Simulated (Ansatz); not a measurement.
Level of theory: frozen-core CCSD(T)/cc-pVTZ // B3LYP-D3(BJ)/def2-TZVP in Ansatz (a program for electronic structure).

Ansatz 0.2 input:
```yaml
crystal:
  periodic: [false, false, false]
  atoms:
    - { symbol: C, position_ang: [0.0, 0.0, 0.000017] }
    - { symbol: H, position_ang: [1.031439, -0.31687, -0.001889] }
    - { symbol: H, position_ang: [-0.790139, -0.734816, -0.000737] }
    - { symbol: H, position_ang: [-0.2413, 1.051686, 0.002609] }
basis:
  gaussian: { orbitals: cc-pVTZ }
correlation:
  method: ccsd_t
magnetization:
  spin_polarized: true
  initial_magnetization: 1
```

Output:

```
Functional definition: HF
394 factors; integrals over basis functions are off by at most 1.0e-3 eV
mean field evaluation 1: about -1076.2611 eV, gradient 1.1e1 eV
mean field evaluation 2: about -1076.2605 eV, gradient 1.1e1 eV
mean field evaluation 4: about -1076.9464 eV, gradient 1.1e0 eV
mean field evaluation 8: about -1076.9579 eV, gradient 4.0e-4 eV
mean field evaluation 16: about -1076.9589 eV, gradient 1.2e-1 eV
mean field -1076.95791890 eV, -39.5774735313 hartree, gradient 7.8e-7 eV, S^2 0.761712; 0 other end points of the search recorded, 0 dependent functions left out
1 core orbitals not correlated
reference -1076.95791890 eV, -39.5774735313 hartree; 4, 3 occupied and 67, 68 virtual orbitals, 394 factors
second order -4.30408790 eV of doubles, -0.00000000 eV of singles
cycle   1  -4.71419198 eV  change   -4.1e-1 eV  update   3.9e-2
cycle   2  -4.85131271 eV  change   -1.4e-1 eV  update   1.4e-2
cycle   3  -4.86411077 eV  change   -1.3e-2 eV  update   4.6e-3
cycle   4  -4.86459189 eV  change   -4.8e-4 eV  update   1.8e-3
cycle   5  -4.86482191 eV  change   -2.3e-4 eV  update   5.5e-4
cycle   6  -4.86490394 eV  change   -8.2e-5 eV  update   1.3e-4
cycle   7  -4.86492030 eV  change   -1.6e-5 eV  update   3.8e-5
cycle   8  -4.86492022 eV  change    7.7e-8 eV  update   1.1e-5
cycle   9  -4.86491880 eV  change    1.4e-6 eV  update   2.6e-6
perturbative correction -0.12845179 eV, -0.0047205163 hartree
Total energy: -1081.95128949 eV, -39.7609765159 hartree
```

Cost: roughly 2.5 core-seconds.
